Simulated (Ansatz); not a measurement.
Rock-salt MgS was calculated with PBEsol (PAW; Ansatz, a program for electronic structure).

Run with plane-wave cutoff 520 eV, 12×12×12 k mesh, scalar-relativistic PAW data made under PBE.

Cell (relaxed at this level):

```
MgS
1.0
    0.00000     2.59093     2.59093
    2.59093     0.00000     2.59093
    2.59093     2.59093     0.00000
Mg S
1 1
Direct
  0.00000   0.00000   0.00000
  0.50000   0.50000   0.50000
```

Task: Give the computed elastic constant C11, Poisson ratio, Young modulus, elastic constant C12 and elastic constant C44.

Result: 
- elastic constant C11: 153 GPa
- Poisson ratio: 0.216
- Young modulus: 133 GPa
- elastic constant C12: 40.9 GPa
- elastic constant C44: 54.2 GPa

Elastic constants are with the ions relaxed.

Computed values are for the static lattice.
